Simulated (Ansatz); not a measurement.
Geometry optimisation, RKS PBE-D4/6-31G (Ansatz).

Input:

```yaml
crystal:
  periodic: [false, false, false]
  atoms:
    - { symbol: "N", position_ang: [-0.5299, -0.1859, 1.0959] }
    - { symbol: C, position_ang: [0.3484, -0.177, -0.0154] }
    - { symbol: F, position_ang: [1.6113, -0.5804, 0.2187] }
    - { symbol: C, position_ang: [-0.0548, -0.0652, -1.3453] }
    - { symbol: "N", position_ang: [0.1914, 1.0347, -0.907] }
    - { symbol: H, position_ang: [-1.0029, 0.803, 1.0669] }
    - { symbol: H, position_ang: [-0.0053, -0.1539, 1.9471] }
    - { symbol: H, position_ang: [-0.466, -0.7322, -2.1168] }
basis:
  gaussian: { orbitals: "6-31G" }
hamiltonian:
  xc: pbe
  dispersion: d4
relax:
  f_tol: 0.02
  max_steps: 40
```

Launched with:

```bash
$ ansatz run input.yaml --threads 1 --pin off --max-ram 2048MiB --backend cpu --events-out ev --progress --plain --runs-dir out
```

Question: Where does it end, and by what steps?

Answer: The run converged. Limits of this set-up: no polarisation functions. After 23 steps the energy has fallen by 1.135 eV; H7 moved furthest, 1.00 Å. The start is strongly strained (largest force component 8 eV/Å).

```tsv
step	energy less start (eV)	largest force component (eV/Å)	accepted
0	0.0000	8.234	yes
1	-0.7669	2.543	yes
2	-0.9406	0.704	yes
3	-0.9377	1.030	no
4	-0.9887	0.267	yes
5	-0.9975	0.128	yes
6	-0.9995	0.071	yes
7	-1.0001	0.043	yes
8	-1.0003	0.023	yes
9	-1.0012	0.080	yes
10	-1.0025	0.109	yes
11	-1.0030	0.571	yes
12	-1.0262	0.578	yes
13	-1.0085	1.493	no
14	-1.0538	0.316	yes
15	-1.0759	0.208	yes
16	-1.1024	0.201	yes
17	-1.1102	0.574	yes
18	-1.0691	1.026	no
19	-1.1301	0.335	yes
20	-1.1309	0.451	yes
21	-1.1344	0.068	yes
22	-1.1343	0.052	no
23	-1.1346	0.015	yes
```

```xyz
8
Properties=species:S:1:pos:R:3
N -0.483 0.121 1.112
C 0.320 0.058 -0.013
F 1.738 -0.117 0.253
C -0.097 -0.289 -1.355
N 0.082 0.996 -1.227
H -0.383 0.932 1.718
H -0.729 -0.746 1.581
H -0.356 -1.011 -2.125
```

The run took 40 s on 1 CPU thread of a shared host.
